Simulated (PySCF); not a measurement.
## Ionisation of hydrogen peroxide

System: hydrogen peroxide, `OO` (H2O2). Non-hydrogen atoms are numbered in `[OH:1][OH:2]`.

These are calculated values, ωB97X-D3(BJ)/ma-def2-TZVP in PySCF (grid level 2) at geometries from PBE0-D3(BJ)/def2-SVP. The prefix ma- adds one diffuse s and one diffuse p function on all atoms but H. ωB97X-D3(BJ) is ωB97X-V with D3(BJ) in place of VV10. Zero-point and thermal terms (298.15 K, 1 bar) come from unscaled PBE0-D3(BJ)/def2-SVP harmonic frequencies, with soft modes damped to free rotors in the entropy.

Frontier levels of the parent: HOMO -10.81 eV, LUMO 2.06 eV.

Oxidation to the radical cation:
```
Vertical ionisation energy (electronic)              : 11.52 eV
Adiabatic ionisation energy (with zero-point energy) : 10.50 eV
Adiabatic, electronic part                           : 10.48 eV
Vertical gap at the product's structure              : 9.86 eV
Inner reorganisation energy (four-point)             : 1659 meV
Relaxation of product / of parent                    : 1033 / 626 meV
⟨S²⟩ of the product                                  : 0.754
Largest spin populations                             : O1 0.51, O2 0.51
Largest changes of atomic charge                     : O2 0.40, O1 0.40, H (on O1) 0.10, H (on O2) 0.10
Distances that move most (Å)                         : O1–O2 1.419 → 1.282; O2–H 0.967 → 0.999; O1–H 0.967 → 0.999
Potential in dichloromethane                         : 7.57 V absolute, 2.86 V against Fc+/Fc computed at 4.70 V (solvation -25 → -308 kJ/mol)
```

Solvents are IEF-PCM continua (electrostatics only, gas-phase structures); absolute potentials refer to an electron at rest in vacuum. Fc+/Fc in dichloromethane, 4.70 V, is ωB97X-D3(BJ)/ma-def2-TZVP on PBE0-D3(BJ)/def2-SVP structures with GFN2-xTB thermal terms. Benchmark calculations put it near 5.0 V in acetonitrile and DMSO, so it is about 0.3 V low, and the value against it can read up to that much too high.

Against the Active Thermochemical Tables (version 1.112): ionisation energy to the radical cation 10.64 (computed 10.50, error -0.14) eV.

Measured values (NIST Chemistry WebBook, evaluated or the median of agreeing entries): vertical ionisation energy 11.70 eV (computed 11.52, difference -0.18); adiabatic ionisation energy 10.58 eV (computed 10.50, difference -0.08).

Structures, frequencies and single points took 16 s of wall time on 1 thread of AMD EPYC 9R45 96-Core (shared host), launched as `OMP_NUM_THREADS=1 python redox_run.py task.json out`.

Differences come from unrounded values, so a last digit can differ from that of the printed terms.
